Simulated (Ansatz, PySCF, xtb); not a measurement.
Bonds broken one at a time in the series B F-SiH3. All species are isolated molecules in the gas phase. Strings in code marks are SMILES.

Quantity: homolytic bond dissociation enthalpy at 298 K (no spin–orbit term), in eV. Enthalpy corrections at 298 K come from GFN2-xTB frequencies (xtb).

Level 1: frozen-core MP2/cc-pVTZ // PBE-D3(BJ)/def2-TZVP (Ansatz, an electronic-structure program)
Level 2: PBE/6-31G* // PBE-D3(BJ)/def2-TZVP (PySCF)
Level 3: HF/3-21G // PBE-D3(BJ)/def2-TZVP (PySCF)
Level 4: HF/cc-pVTZ // PBE-D3(BJ)/def2-TZVP (Ansatz)

```json
[
 {"species": "B–Si bond of `FB(F)[SiH3]`, giving `F[B]F` and `[SiH3]`", "level 1": "3.72", "level 2": "…", "level 3": "2.88", "level 4": "2.81"},
 {"species": "F–B bond of `FB(F)[SiH3]`, giving `F[B][SiH3]` and `[F]`", "level 1": "7.58", "level 2": "…", "level 3": "5.46", "level 4": "5.58"},
 {"species": "F–B bond of `FB(F)F`, giving `F[B]F` and `[F]`", "level 1": "7.62", "level 2": "…", "level 3": "5.62", "level 4": "5.68"}
]
```

What belongs in the gaps?


- B–Si bond of `FB(F)[SiH3]`, giving `F[B]F` and `[SiH3]`, level 2: 3.76
- F–B bond of `FB(F)[SiH3]`, giving `F[B][SiH3]` and `[F]`, level 2: 7.52
- F–B bond of `FB(F)F`, giving `F[B]F` and `[F]`, level 2: 7.59
